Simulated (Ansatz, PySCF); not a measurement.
This Ansatz (a quantum-chemistry and plane-wave program) input computes a PBE/def2-TZVPD energy:

Ansatz 0.2 input:
```yaml
crystal:
  periodic: [false, false, false]
  atoms:
    - {symbol: O, position_ang: [0.24397327, 1.29816191, 0.28691816]}
    - {symbol: C, position_ang: [0.00564102, 0.12351485, 0.02760402]}
    - {symbol: N, position_ang: [1.00713546, -0.77109991, -0.25934767]}
    - {symbol: C, position_ang: [-1.34933143, -0.39570472, -0.01723319]}
    - {symbol: H, position_ang: [0.83263926, -1.75687301, -0.33347649]}
    - {symbol: H, position_ang: [-1.57262671, -1.42566528, -0.26145349]}
    - {symbol: H, position_ang: [-2.15610169, 0.28717211, 0.19841180]}
    - {symbol: H, position_ang: [1.95649730, -0.45909057, -0.14561854]}
basis:
  gaussian:
    orbitals: def2-TZVPD
hamiltonian:
  xc: {name: PBE}
magnetization: {spin_polarized: true, initial_magnetization: 1}
output: {forces: true}
```

Question: Write an input for the same energy in PySCF and say what it gives.

Answer: 
```python
from pyscf import gto, scf, dft

mol = gto.M(
    atom='''
    O     0.24397327    1.29816191    0.28691816
    C     0.00564102    0.12351485    0.02760402
    N     1.00713546   -0.77109991   -0.25934767
    C    -1.34933143   -0.39570472   -0.01723319
    H     0.83263926   -1.75687301   -0.33347649
    H    -1.57262671   -1.42566528   -0.26145349
    H    -2.15610169    0.28717211    0.19841180
    H     1.95649730   -0.45909057   -0.14561854
    ''',
    basis='def2-tzvpd',
    charge=0,
    spin=1,
    verbose=4,
)

mf = dft.UKS(mol, xc='pbe').density_fit(auxbasis='def2-universal-jkfit')
mf.grids.level = 3
mf.conv_tol = 1e-9
mf.max_cycle = 100
mf.max_memory = 1500
mf.kernel()
if not mf.converged:
    mf = mf.newton()
    mf.kernel(mf.make_rdm1())
for _ in range(2):
    mo, _, stable, _ = mf.stability(return_status=True)
    if stable:
        break
    mf.kernel(mf.make_rdm1(mo, mf.mo_occ))
mf.analyze()
```
It gives -208.39734 Eh, and Ansatz -208.39725 Eh, a difference of 0.09 mEh, from the treatment of integrals and grids.

It need not be the lowest isomer of its formula.
